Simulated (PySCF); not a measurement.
# How well do the runs reproduce experiment for CFCl3?

**The experiment to reproduce.**

From NIST CCCBDB Release 22 (SRD 101), experimental dipoles, for the gas: dipole moment (microwave Stark effect, vibrational ground state) 0.46 ± 0.02 D.

The results are set against them at the end.

Species: CFCl3.
SMILES with atom numbers: `[F:1][C:2]([Cl:3])([Cl:4])[Cl:5]`

Geometry (GFN2-xTB, Å), atoms numbered from 1 in this order:
```
atom  x, y, z in Å
F1     0.0603   -0.1410    1.3961
C2     0.0046   -0.0063    0.0667
Cl3   -0.4579    1.6606   -0.3126
Cl4    1.6028   -0.3706   -0.6039
Cl5   -1.2011   -1.1397   -0.5634
```

Runs made with PySCF (gas phase, on this GFN2-xTB geometry; no spin–orbit coupling):

```json
{"level": "B3LYP/pcSseg-2", "job": "shieldings", "basis functions": "201"}
{"level": "B97-D/pcSseg-2", "job": "shieldings", "basis functions": "201"}
{"level": "BLYP/pcSseg-2", "job": "shieldings", "basis functions": "201"}
{"level": "BP86/pcSseg-2", "job": "shieldings", "basis functions": "201"}
{"level": "HF/pcSseg-2", "job": "shieldings", "basis functions": "201"}
{"level": "KT2/pcSseg-2", "job": "shieldings", "basis functions": "201"}
{"level": "KT3/pcSseg-2", "job": "shieldings", "basis functions": "201"}
{"level": "LDA/pcSseg-2", "job": "shieldings", "basis functions": "201"}
{"level": "OPBE/pcSseg-2", "job": "shieldings", "basis functions": "201"}
{"level": "PBE/pcSseg-2", "job": "shieldings", "basis functions": "201"}
{"level": "PW91/pcSseg-0", "job": "shieldings", "basis functions": "57"}
{"level": "X3LYP/pcSseg-0", "job": "shieldings", "basis functions": "57"}
```

**Comparison with experiment**

**Dipole moment.** Measured: 0.46 D (NIST CCCBDB Release 22 (SRD 101), experimental dipoles).

```tsv
level	computed (D)	computed − measured (D)	% (from the printed values)
B3LYP/pcSseg-2	0.41	-0.05	-11
B97-D/pcSseg-2	0.30	-0.16	-35
BLYP/pcSseg-2	0.34	-0.12	-26
BP86/pcSseg-2	0.30	-0.16	-35
HF/pcSseg-2	0.51	+0.05	+11
KT2/pcSseg-2	0.33	-0.13	-28
KT3/pcSseg-2	0.32	-0.14	-30
LDA/pcSseg-2	0.36	-0.10	-22
OPBE/pcSseg-2	0.23	-0.23	-50
PBE/pcSseg-2	0.31	-0.15	-33
PW91/pcSseg-0	0.22	-0.24	-52
X3LYP/pcSseg-0	0.36	-0.10	-22
```

The computed dipoles belong to one fixed geometry; measured ones are averaged over vibrations unless marked μe. Magnitudes are compared, not signs.

The geometry is computed, not the measured one. Where a level misses, the cause wasn't examined.
